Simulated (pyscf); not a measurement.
`[SnH3]` [doublet] + `[GeH4]` → `[GeH3][SnH3]` + `[H]` [doublet], a substitution at Ge (doublet surface; Ge–H broken, Ge–Sn formed). PySCF, gas phase, ωB97X-D3(BJ)/def2-SVP geometries. Energies in kcal/mol from the separated reactants.

AM1 to PM7: differences of heats of formation from MOPAC, which are fitted to 298 K values and so differ in kind from electronic energies by zero-point and thermal terms. Open shells are spin-unrestricted. 

Task: In single points PM7 puts the saddle at 14.7 kcal/mol and the reaction energy at +11.1 kcal/mol. Should these be trusted to within a few kcal/mol? Compare with ωB97M-D3(BJ)/def2-TZVP.

Result: ωB97M-D3(BJ)/def2-TZVP gives ΔE‡ = 28.0 kcal/mol and ΔE = +24.6 kcal/mol. PM7 lies 13.3 kcal/mol under it in the barrier and 13.5 kcal/mol under it in the reaction energy, so on this step it does not hold to within 3.0 kcal/mol. ωB97M-D3(BJ)/def2-TZVP has limits of its own. One saddle was located; it need not be the lowest between these sides. The angle at the attacked Ge is 64° (front-side attack). In the def2 sets elements up to Kr have no core potential. In the def2 sets elements past Kr carry core potentials, without spin-orbit coupling.
